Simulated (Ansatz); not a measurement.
How the elastic constant C33 of 2H-SiC moves with the method

No measured value is used here.

| level (code) | value (GPa) | cell (Å³/atom) |
|---|---|---|
| LDA (Ansatz) | [?] | 10.14 |
| PBE (Ansatz) | 532 | 10.50 |
| r²SCAN (Ansatz) | 575 | 10.34 |

**Question.** Fill in the missing entries.

**Answer.** 
- LDA (Ansatz, a program for electronic structure), value (GPa): 564

Each level is taken at its own relaxed cell. Cutoffs differ between the levels. Ansatz's density-functional and Hartree–Fock values are scalar-relativistic unless marked +SOC, with PAW data made under PBE.
